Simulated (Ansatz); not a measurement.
Species: C$_{2}$H$_{2}$O$_{2}$, charge 0, singlet. C2H2O2 (SMILES C(=O)C=O).
B3LYP-D3(BJ)/def2-TZVP minimum from Ansatz (a first-principles code):
```xyz
6

C      0.0079     0.7617    -0.0144
C     -0.0079    -0.7617     0.0144
O      1.0376     1.3794    -0.0260
H     -0.9919     1.2360    -0.0234
O     -1.0376    -1.3794     0.0260
H      0.9919    -1.2360     0.0234
```
Charge 0, spin multiplicity 1.

Quantity: atomisation energy (electronic, to ground-state atoms), in kcal/mol. Open shells are spin-unrestricted; no spin-orbit coupling. CBS(X,Y): correlation extrapolated as X^-3, Hartree-Fock from the larger set (Q,5: extrapolated as (X+1)exp(-9√X)). A bracket is a step between two methods taken in the basis named. Functionals run without relativity, which enters their misses. 'core' is core correlation in cc-pwCVTZ, 'X2C' scalar relativity in cc-pVTZ-DK, both at CCSD(T). For partners of very few electrons the exact lower level stands in for a higher one. The restricted determinant of C2H2O2 (O=CC=O, singlet) is unstable towards broken spin symmetry in at least one set run.

CCSD(T)/CBS(cc-pVQZ,cc-pV5Z) + [CCSDT(Q) - CCSD(T)]/cc-pVDZ + core + X2C (Ansatz) gives 635.5 kcal/mol.

Task: What does PBE/def2-TZVPD (Ansatz) give here, and how do the other levels compare?

Result: PBE gives 662.4 kcal/mol, 26.9 kcal/mol above it. Differences of the others: r2SCAN/def2-TZVPD (Ansatz) -0.4; B3LYP/def2-TZVPD (Ansatz) -5.5; PBE0/def2-TZVPD (Ansatz) -0.9; CCSD(T)/CBS(cc-pVQZ,cc-pV5Z) + core + X2C (Ansatz) -1.3 kcal/mol.
